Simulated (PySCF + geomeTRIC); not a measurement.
A geometry relaxed with B3LYP-D3(BJ)/def2-TZVP (PySCF + geomeTRIC), charge 0, multiplicity 2:

```xyz
4

H      1.4049    -0.1343    -0.1144
Si     0.0002     0.0002     0.3413
H     -0.5862     1.2838    -0.1141
H     -0.8188    -1.1496    -0.1128
```

Task: Write the SMILES of this molecule.

Result: `[SiH3]`
